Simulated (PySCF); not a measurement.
## Reproducing measurements on C4H4S

**Experimental background.**

NIST CCCBDB Release 22 (SRD 101), experimental dipoles lists, for the gas: dipole moment (dielectric constant against temperature) 0.55 D.

How close the calculation comes is told at the end.

Compound: C4H4S.
Numbering: `[cH:1]1[cH:2][cH:3][s:4][cH:5]1` (hydrogens: H6 on C1; H7 on C2; H8 on C3; H9 on C5)

Structure used (PBE0-D3(BJ)/def2-SVP), in Å, numbered top down from 1:
```xyz
9
C4H4S angstrom
C     -0.682   -0.530    0.543
C      0.685   -0.708    0.185
C      1.159    0.316   -0.592
S     -0.053    1.494   -0.893
C     -1.212    0.623    0.027
H     -1.250   -1.228    1.160
H      1.294   -1.560    0.491
H      2.159    0.440   -1.008
H     -2.224    1.009    0.140
```

The PySCF runs (gas phase, on this PBE0-D3(BJ)/def2-SVP geometry; no spin–orbit coupling):

```json
{"level": "PBE0-D3(BJ)/def2-SVP, grid level 1", "job": "geometry optimisation from a GFN2-xTB start shaken at random", "basis functions": "94", "wall time": "17 s"}
```

Hardware: one thread, Intel Xeon 6975P-C (x86_64), on a shared host.

**Comparison with experiment**

**Dipole moment.** Measured: 0.55 D (NIST CCCBDB Release 22 (SRD 101), experimental dipoles).

```json
{"level": "PBE0-D3(BJ)/def2-SVP", "computed (D)": "0.46", "computed − measured (D)": "-0.09", "% (from the printed values)": "-16"}
```

The computed dipoles belong to one fixed geometry; measured ones are averaged over vibrations unless marked μe. Magnitudes are compared, not signs.

No measured geometry was used, and the causes of the misses weren't examined.
